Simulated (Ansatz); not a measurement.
Eight cases of ionisation energy with Al to Br (electronic energies, eV), geometries: B3LYP-D3(BJ)/def2-TZVP. Functionals by Ansatz (an electronic-structure program) in def2-TZVPD; columns hold the difference against the high level (Ansatz, AFQMC by cisd_afqmc): A = CCSD(T)/CBS(aug-cc-pV(T+d)Z,aug-cc-pV(Q+d)Z) + [CCSDT(Q) - CCSD(T)]/aug-cc-pV(Q+d)Z + [FCI - CCSDT(Q)]/aug-cc-pV(T+d)Z + core + X2C; B = CCSD(T)/CBS(cc-pV(Q+d)Z,cc-pV(5+d)Z) + [CCSDT(Q) - CCSD(T)]/cc-pV(Q+d)Z + [CCSDTQ - CCSDT(Q)]/cc-pV(D+d)Z + core + X2C; C = CCSD(T)/CBS(cc-pV(Q+d)Z,cc-pV(5+d)Z) + [CCSDT(Q) - CCSD(T)]/cc-pV(Q+d)Z + [FCI - CCSDT(Q)]/cc-pV(D+d)Z + core + X2C; D = CCSD(T)/CBS(cc-pV(Q+d)Z,cc-pV(5+d)Z) + [CCSDT(Q) - CCSD(T)]/cc-pV(T+d)Z + core + X2C; E = CCSD(T)/CBS(cc-pVQZ,cc-pV5Z) + [CCSDT(Q) - CCSD(T)]/cc-pV5Z + [CCSDTQ - CCSDT(Q)]/cc-pVTZ; F = CCSD(T)/CBS(cc-pVQZ,cc-pV5Z) + [CCSDT(Q) - CCSD(T)]/cc-pVQZ + [CCSDTQ - CCSDT(Q)]/cc-pVDZ. The cases were drawn at random from those of this class that have a high level and all functionals, leaving out states under which another spin lies or may lie. Left out are anions, K, Ca, elements past Kr, ionisation of Li, Na and Mg, pi-pi* triplets of linear molecules and other triplets made from a closed-shell parent. Runs that doubt their state, and full CI more than 15 mEh from coupled cluster, are set aside; a case stays where another high level and all functionals remain. AFQMC serves as high level only in triple zeta or larger, with a steady walk, a bar under 0.8 kcal/mol and agreement with other high levels or trials where they ran; where none ran, an unstable determinant or (outside 3d species) a high T1 diagnostic also bars it, so strongly correlated cases are thinned. No case was kept or dropped by the size of a functional's miss. Each difference is the functional minus the high level; affinities count positive where energy is released, gaps as the second state minus the first. Radicals and triplets start from unrestricted determinants; spin-orbit coupling is neglected. Correlated methods leave the cores frozen (noble-gas shells, and filled d and f shells in the p block). Rows without X2C or -DK are non-relativistic. CBS(X,Y): correlation extrapolated as X^-3, Hartree-Fock from the larger set (Q,5: extrapolated as (X+1)exp(-9√X)). A bracket is a step between two methods taken in the basis named. Functionals run without relativity, which enters their misses. 'core' is core correlation in cc-pwCVTZ (1s frozen past Ne), 'X2C' scalar relativity in cc-pVTZ-DK, both at CCSD(T). Full CI freezes restricted core orbitals, also for open shells; the composite that ends in it estimates full CI at the basis-set limit. Spin-orbit terms, left out, reach several kcal/mol for Br and I, and more for heavier atoms. The restricted determinant of P2 (P#P, singlet) is unstable towards broken spin symmetry in at least one set run. The restricted determinant of As2 ([As]#[As], singlet) is unstable towards broken spin symmetry in at least one set run. The UHF reference of P2+ (parent SMILES P#P, doublet) is spin-contaminated (<S^2> up to 0.43 over the pure value in the sets run). The UHF reference of COS+ (parent SMILES O=C=S, doublet) is spin-contaminated (<S^2> up to 0.08 over the pure value in the sets run). The UHF reference of CS2+ (parent SMILES S=C=S, doublet) is spin-contaminated (<S^2> up to 0.28 over the pure value in the sets run). The UHF reference of As2+ (parent SMILES [As]#[As], doublet) is spin-contaminated (<S^2> up to 0.58 over the pure value in the sets run). The determinant of P2+ (parent SMILES P#P, doublet) is a saddle point of the SCF energy; a lower one exists, which strains HF and MP2. The spin of COS+ (parent SMILES O=C=S, doublet) was assumed, and the state is the lowest solution found for it. The spin of HBr+ (parent SMILES Br, doublet) was assumed, and the state is the lowest solution found for it. The spin of CS2+ (parent SMILES S=C=S, doublet) was assumed, and the state is the lowest solution found for it. The spin of As2+ (parent SMILES [As]#[As], doublet) was assumed, and the state is the lowest solution found for it.

```
case                                                                                 level  value
-----------------------------------------------------------------------------------  -----  -----
P2 (phosphanylidynephosphane, SMILES P#P) → P2+ (parent SMILES P#P, doublet)             B  10.53
COS (sulfanylidenemethanone, SMILES C(=O)=S) → COS+ (parent SMILES O=C=S, doublet)       D  11.23
HBr (bromane, SMILES Br) → HBr+ (parent SMILES Br, doublet)                              E  11.83
SiH3 (SMILES [SiH3], doublet) → SiH3+ (parent SMILES [SiH3], singlet)                    C   8.10
CS2 (SMILES S=C=S) → CS2+ (parent SMILES S=C=S, doublet)                                 D  10.13
As2 (λ1-arsanylarsenic, SMILES [As]#[As]) → As2+ (parent SMILES [As]#[As], doublet)      F   9.79
H2S (sulfane, SMILES S) → H2S+ (parent SMILES S, doublet)                                B  10.49
P (quartet) to P+ (triplet)                                                              A  10.52
```

**Question.** Predict the difference of PBE, CAM-B3LYP, B3LYP for each case and sum up.

**Answer.** 
```csv
case,PBE,CAM-B3LYP,B3LYP
"P2 (phosphanylidynephosphane, SMILES P#P) → P2+ (parent SMILES P#P, doublet)",-0.18,-0.21,-0.20
"COS (sulfanylidenemethanone, SMILES C(=O)=S) → COS+ (parent SMILES O=C=S, doublet)",-0.06,-0.05,-0.03
"HBr (bromane, SMILES Br) → HBr+ (parent SMILES Br, doublet)",-0.13,-0.04,-0.04
"SiH3 (SMILES [SiH3], doublet) → SiH3+ (parent SMILES [SiH3], singlet)",0.10,0.05,0.05
"CS2 (SMILES S=C=S) → CS2+ (parent SMILES S=C=S, doublet)",-0.10,-0.10,-0.08
"As2 (λ1-arsanylarsenic, SMILES [As]#[As]) → As2+ (parent SMILES [As]#[As], doublet)",-0.22,-0.19,-0.20
"H2S (sulfane, SMILES S) → H2S+ (parent SMILES S, doublet)",-0.13,-0.07,-0.07
P (quartet) to P+ (triplet),-0.04,-0.13,-0.14
```
PBE: mean -0.10, mean absolute 0.12, median absolute 0.12, largest -0.22; CAM-B3LYP: mean -0.09, mean absolute 0.11, median absolute 0.09, largest -0.21; B3LYP: mean -0.09, mean absolute 0.10, median absolute 0.08, largest -0.20 eV. PBE lies above in 1 and below in 7 of the eight.
